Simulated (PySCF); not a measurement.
Gas-phase reaction: 3 BCl → BCl3 + 2 B

Energies from PySCF, thermal terms from the rigid-rotor harmonic-oscillator model, ideal gas at 1 bar. 'Table' is the NASA 1993 thermochemical table (part measured, part estimated). After a fit of one offset per element over all species, the range-separated, M06-2X, PBE0/def2-QZVP and CCSD(T)/def2-TZVPP enthalpies, where run, lie to one side of the table for BCl (+35 kJ/mol): a fault of the table's entry, another state or a shared error of the levels is possible; this was not checked at source. † marks an energy on the PBE0/def2-TZVP geometry and frequencies; other levels use their own. CCSD(T) freezes the core. Open shells (unrestricted): B (multiplicity 2, electronic degeneracy 6); the rest are closed-shell singlets. Spin-orbit splitting is ignored; it lowers the true energy and changes the entropy of B. B3LYP is the form with VWN-RPA correlation. For this reaction the table lies outside the span of B3LYP, CCSD(T), M06-2X, MP2, PBE0, r2SCAN, ωB97M-V, ωB97X-V in their largest bases here; which side is off was not settled. CCSD(T) isn't extrapolated to the basis-set limit; its ΔH°(298 K) is 188.5 kJ in def2-SVP and 189.4 kJ in def2-TZVPP. The harmonic model lacks anharmonicity and excited electronic states, which grow with temperature; levels with a mode under 35 cm⁻¹ are left out. The table's entry may be an old estimate for BCl (not checked at source).

```csv
level,"ΔH°(298 K), kJ",minus table,"ΔG°(1600 K), kJ"
table,292.8,-,346.8
B3LYP/def2-TZVP†,186.4,-106.4,239.8
BLYP/def2-TZVP†,209.7,-83.1,263.1
CCSD(T)/def2-TZVPP†,189.4,-103.4,242.7
PBE0/def2-TZVP,167.5,-125.3,220.9
r2SCAN/def2-TZVP†,161.0,-131.8,214.3
```
